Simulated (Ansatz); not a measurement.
fcc Pt was calculated with PBE (Ansatz, a first-principles code, plane waves, PAW).

Run with plane-wave cutoff 500 eV, 32×32×32 k mesh, Fermi–Dirac smearing 0.1 eV, scalar-relativistic PAW data made under PBE.

Computed at the level's own relaxed cell.

Problem. What does this level give for the volume per atom and equilibrium lattice constant a?

Solution. 
- volume per atom: 15.66 Å³/atom
- equilibrium lattice constant a: 3.972 Å

Measured, for comparison: equilibrium volume per atom 14.98 Å³/atom, lattice constant a 3.913 Å (static lattice: zero-point anharmonic expansion removed; as tabulated in Mejia-Rodriguez and Trickey (2018), arXiv:1807.09216). Computed (rounded) less measured: equilibrium volume per atom +4.5 %, lattice constant a +1.5 %.

Spin–orbit coupling is not included.
